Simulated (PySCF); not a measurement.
## Stationary points of PH₃

Computed with PBE/[P def2-TZVP, H def2-TZVP], no relativity, density fitting, PySCF.

Relaxations began from a few typed shapes. The search is not exhaustive: other isomers or separated fragments can lie lower, and high-lying points may rest on an excited occupation.

```
   spin  group             bonds             angles  imaginary modes (cm⁻¹)  ΔE (kJ/mol)  ΔE with ZPE (kJ/mol)
singlet    C3v  P–H 1.431 Å (×3)   H–P–H 92.3° (×3)                    none          0.0                   0.0
singlet    D3h  P–H 1.391 Å (×3)  H–P–H 120.0° (×3)                   1055i        139.0                     –
```

The lowest minimum found is the singlet C3v: P–H 1.431 Å (×3); H–P–H 92.3° (×3).

Counting electrons, phosphorus keeps 2 of its valence electrons outside its bonds, so the VSEPR class is AX3E1 and the expected shape is trigonal pyramidal (C3v), as computed. The angle of 92° is close to 90°: the heavy centre bonds with nearly pure p orbitals and keeps its lone pair s-like.
